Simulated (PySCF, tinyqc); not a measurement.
Harmonic frequencies on the RHF/sto-6g surface (energies and gradients from PySCF), for CH2, spin multiplicity 1, step by step. The lowest restricted solution is unstable here: a spin-polarised one lies 0.0267 hartree lower (PySCF). One step of it, computed by the program tinyqc.

Problem. One row of the Hessian: 2Hy. Displace 2Hy by +/-0.01 bohr; H(k, :) = (g(+) - g(-)) / (2 delta).

optimised positions (bohr), order 1C, 2H, 3H:
```
[[0.102991, 0.012489, -0.291933],
 [-0.066511, 1.646300, 1.033654],
 [0.005094, -1.607766, 1.057299]]
```

gradient at +delta (hartree/bohr), order 1C, 2H, 3H:
```
[[0.00019458, -0.00256206, -0.00136838],
 [-0.00023656, 0.00287766, 0.00171745],
 [0.00004198, -0.00031560, -0.00034908]]
```

gradient at -delta (hartree/bohr), order 1C, 2H, 3H:
```
[[-0.00019916, 0.00259494, 0.00140081],
 [0.00024204, -0.00291129, -0.00175767],
 [-0.00004288, 0.00031635, 0.00035687]]
```

Give: row of the Hessian.

Solution.

row of the Hessian (hartree/bohr^2): [0.01969, -0.25785, -0.13846, -0.02393, 0.28945, 0.17376, 0.00424, -0.03160, -0.03530]
